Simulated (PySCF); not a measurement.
tetrafluoroethylene cation (C2F4), SMILES FC(F)=C(F)F (connectivity only; charge and spin as stated), charge +1, multiplicity 2. Geometry optimised at PBE-D3(BJ)/def2-SVP. The spin state was assumed, not searched.

The numbers are results of PBE-D3(BJ)/def2-SVP in PySCF, not measurements.

Harmonic wavenumbers (cm⁻¹): 135, 205, 398, 418, 520, 563, 592, 820, 1272, 1530, 1532, 1669. Rotational constants (GHz): 5.552, 3.280, 2.062; symmetry number 4.

Task: Work out the zero-point energy and the ideal-gas rigid-rotor harmonic-oscillator thermochemistry at 298.15 K and 1 atm.

Result: ZPE = ½ Σ hcν = ½ × 9653 cm⁻¹ = 13.80 kcal/mol. H − E(el) = 17.73 kcal/mol. Entropy in cal/(mol K): translation 39.72, rotation 23.80, vibration 8.67, spin 1.38, total 73.57. G − E(el) = -4.21 kcal/mol. Cp = 18.93 cal/(mol K). Modes under 150 cm⁻¹ make the vibrational entropy uncertain.
